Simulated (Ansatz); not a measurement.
Mulliken charges of `OCC(O)(F)F` from B3LYP/def2-TZVPP in Ansatz (PBE0-D4/def2-TZVP geometry).

```tsv
atom	x (Å)	y (Å)	z (Å)	charge (e)
O1	-0.941	-1.461	-0.326	-0.335
C2	-0.084	-0.787	0.546	0.038
C3	0.125	0.658	0.142	0.430
O4	0.620	0.716	-1.120	-0.306
F5	-1.025	1.373	0.220	-0.200
F6	0.978	1.251	1.021	-0.203
H7	-0.577	-1.391	-1.213	0.193
H8	0.908	-1.250	0.613	0.084
H9	-0.539	-0.795	1.537	0.091
H10	0.619	1.634	-1.417	0.208
```

Question: By hand: the dipole of these point charges (1 e Å = 4.8032 D).

Answer: Σ q r = (0.227, -0.111, -0.055) e Å, of length 0.259 e Å = 1.24 D.

Question: How does the dipole of the full density compare? (Estimate.)

Answer: The calculation gave: (0.254, 0.070, -0.254) e Å, 1.76 D; the point charges give 0.70 times that, at 48° from its direction.

Point charges leave out the atoms' own dipoles, such as those of lone pairs, and Mulliken's split depends on the basis, so the two needn't agree.

B3LYP here is the variant with VWN-RPA as its local correlation; programs differ in this.
